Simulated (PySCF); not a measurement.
Si₂, SMILES [Si]=[Si] (connectivity only; charge and spin as stated), neutral, multiplicity 3. Atoms are numbered in the order given.

```xyz
2

Si     0.0000     0.0000    -1.1263
Si     0.0000     0.0000     1.1263
```
Charge 0, spin multiplicity 3.

Geometry: PBE0-D3(BJ)/def2-TZVPD.

Computed with PBE/def2-TZVPD (PySCF).

Gas-phase values at a fixed geometry.

```
Item                                                                 Value
-----------------------------------------------  -------------------------
total energy                                            -578.57620 hartree
point group                                                            D∞h
α spin, highest occupied and lowest empty level         -5.17 and -2.98 eV
β spin, highest occupied and lowest empty level         -4.88 and -4.51 eV
dipole moment                                                       0.00 D
mean static polarisability                          139.7 bohr³ (20.70 Å³)
polarisability, principal values                 113.6, 152.8, 152.8 bohr³
⟨S²⟩                                               2.007 (pure state 2.00)
```
